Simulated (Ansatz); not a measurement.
A run of Ansatz (development build ahead of 0.2.0) on singlet BHO at this shape:

```
atom    x (Å)    y (Å)    z (Å)
   H  -0.0065   0.0383  -1.2210
   B  -0.0359  -0.0308  -0.0212
   O  -0.0272   0.0260   1.2274
```

Its results:

```
Converged                                                          : yes
Reference energy                                                   : -100.07980 hartree
Correlation energy                                                 : -0.27373 hartree
Total energy                                                       : -100.35353 hartree
Spin squared of the determinant                                    : 0.000
Stability test                                                     : minimum among restricted orbitals
Occupied orbitals by symmetry in an Abelian subgroup (alpha; beta) : 6 A' 1 A''; 6 A' 1 A''
```

Messages of the program:
```
mean field -2723.31001001 eV, -100.0797969419 hartree, gradient 6.7e-6 eV, S^2 0.000000; 0 other ends of a descent, 0 dependent functions left out
```

Task: Which input gives this output? Name the method, the orbitals and the basis set, and write the input.

Result: RHF-MP2 in def2-SVP. An unrestricted run that stays on the closed shell gives the same numbers.

```yaml
crystal:
  periodic: [false, false, false]
  atoms:
    - { symbol: H, position_ang: [-0.00645, 0.03828, -1.22102] }
    - { symbol: B, position_ang: [-0.03592, -0.03076, -0.02118] }
    - { symbol: O, position_ang: [-0.02723, 0.02604, 1.22736] }
basis:
  gaussian: { orbitals: def2-SVP }
hamiltonian:
  xc: hf
correlation:
  method: mp2
  frozen_orbitals: { B: 1, H: 0, O: 1 }
```
